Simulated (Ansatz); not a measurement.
1T (CdI2-type) PtSe₂, treated with PBE+SOC in Ansatz (plane waves, PAW).

Numerical settings: plane-wave cutoff 520 eV, 12×12×8 k mesh (along the axes of the cell as run), Fermi–Dirac smearing 0.01 eV, PAW data made under PBE.

Properties against volume:

Shape and atoms are relaxed at each volume.

| V (Å³/atom) | P (GPa) | direct gap at Γ (eV) | smallest gap on the k mesh (eV) | c (Å) |
|---|---|---|---|---|
| 25.231 | 0.10 | 2.492 | 0.663 | 6.210 |
| 25.757 | 0.06 | 2.594 | 0.740 | 6.344 |
| 26.283 | 0.00 | 2.661 | 0.808 | 6.472 |
| 26.808 | -0.03 | 2.673 | 0.872 | 6.602 |
| 27.334 | -0.07 | 2.683 | 0.928 | 6.730 |

The fundamental gap (0.78 eV at the equilibrium volume, with added k points) lies elsewhere than Γ–Γ.

Measured, for comparison: band gap 0 eV (temperature not stated, no zero-point or thermal correction, semimetal, ARPES; as tabulated in Two-dimensional noble-metal chalcogenides and phosphochalcogenides, Angew. …).

Note: for a layered or molecular solid the relaxed cell lies over 5 % above the published volume, where the minimum can be shallow; the cell comes from a level without a dispersion term, which matters for the spacing of layers, chains or molecules.

Ansatz is an electronic-structure program.
